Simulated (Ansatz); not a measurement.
## Isomers

Structures of C2H5Si (charge -1), singlet, relaxed at PBE0-D4/def2-TZVPD (vibrations not checked; lower isomers may exist, and structures with a doubtful reference or unclear bonds are left out). Program: Ansatz 0.2.0. Basis: def2-TZVPPD. Cores are frozen in the correlated methods. B3LYP uses VWN-RPA correlation.

(1) Rank them by CCSD(T) energy, lowest first, and give each one's height above the lowest. Links in brackets join atoms within 1.22 times the sum of their covalent radii (1.1 for two metals). (To be estimated.)
A.
C₂H₅Si ([CH2][CH][SiH2]), total charge -1
```
8
angstrom
C -0.7918 1.1144 -1.0184
C -0.2453 -0.0867 -0.7757
Si 0.8011 -0.6973 0.6938
H -1.2527 1.3727 -1.9730
H -0.7944 1.8978 -0.2616
H 0.1781 0.1627 1.8053
H -0.3008 -0.7959 -1.6111
H -0.0015 -1.9764 0.9820
```
B.
C₂H₅Si ([CH3][CH][SiH]), total charge -1
```
8
angstrom
C -0.4815 0.9281 -0.2832
C 0.1843 -0.4064 -0.0995
Si 0.6861 -1.0629 1.4590
H -1.4817 0.8538 -0.7426
H 0.0928 1.6134 -0.9293
H -0.6116 1.4351 0.6819
H 0.3363 -0.9518 -1.0356
H 1.2753 -2.4092 0.9493
```
C.
C₂H₅Si ([CH2][Si][CH3]), total charge -1
```
8
angstrom
C -0.9155 0.9902 -0.8939
Si 0.6929 1.0030 -0.1899
C 0.7649 -0.7365 0.7024
H -1.6340 0.1682 -0.8033
H -1.2949 1.8307 -1.4786
H 0.9555 -0.6121 1.7763
H 1.5959 -1.3366 0.3090
H -0.1650 -1.3070 0.5780
```

(2) Do PBE-D4, r2SCAN-D4, PBE0-D4, B3LYP-D4, wB97M-V, HF, MP2 give the same order? (A judgement: the text doesn't fix the answer.)

T1 diagnostic: at most 0.016. The restricted Hartree–Fock reference is unstable towards an unrestricted one at one or more of these structures.

For scale, one of the runs: CCSD(T)/def2-TZVPPD, 207 basis functions, launched by `ansatz run in.yaml --threads 2 --pin off --events-out ev --progress --plain --max-ram 4352MiB`. Hardware: 2 CPU threads of an Arm Neoverse V2, shared host. Wall time 54 s; peak host memory 2.6 GiB.

Answers

(1) The calculation gives: C (0.000 eV), A (0.217 eV), B (0.316 eV). Heights count from the lowest.

(2) The calculation gives: Lowest first: HF A < C < B. The others agree with CCSD(T).
